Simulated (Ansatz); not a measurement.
A structure drawn as `[NH2][Al][SH]`, with this starting geometry:

Cartesian coordinates in Å:
```
N 0.036 -0.896 -0.978
Al 0.725 -0.021 0.526
S -0.548 1.465 1.618
H -0.829 -1.456 -0.649
H 0.748 -1.632 -1.306
H -0.133 2.540 0.789
```

Total charge 0; spin multiplicity 2.

Task: Relax it with Ansatz at PBE-D4/def2-SVP and then PBE0-D4/def2-TZVP. Is the drawn bonding still there?

Result: Yes, every drawn bond is still there and no new one forms.

Task: Give the relaxed structure. (Best estimate.)

Result: Ansatz gave: 
Z-matrix (Å, degrees):
```
N
Al 1 1.770
H 1 1.007 2 124.5
H 1 1.009 2 125.1 3 180.0
S 2 2.208 1 115.8 3 -180.0
H 5 1.343 2 93.4 1 -180.0
```
All modes are real.

Atoms count as bonded under 1.1 times the sum of their covalent radii (H–H under 0.85 Å, pairs among N, O and F under 1.55 Å), and a drawn bond as lost past 1.3 times.
